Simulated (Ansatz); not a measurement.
A run of Ansatz (development build ahead of 0.2.0) on singlet BH at this shape:

```xyz
2

B     0.0000    0.0000   -0.1920
H     0.0000    0.0000    0.9601
```

Its results:

* Converged: yes
* Reference energy: -25.12220 hartree
* Correlation energy: -0.05990 hartree
* Total energy: -25.18209 hartree
* Spin squared of the determinant: 0.000

Question: Which input gives this output? Name the method, the orbitals and the basis set, and write the input.

Answer: RHF-MP2 in cc-pVDZ. An unrestricted run that stays on the closed shell gives the same numbers.

```yaml
crystal:
  periodic: [false, false, false]
  atoms:
    - { symbol: B, position_ang: [0.0, 0.0, -0.19203] }
    - { symbol: H, position_ang: [0.0, 0.0, 0.96014] }
basis:
  gaussian: { orbitals: cc-pVDZ }
hamiltonian:
  xc: hf
correlation:
  method: mp2
  frozen_orbitals: { B: 1, H: 0 }
```
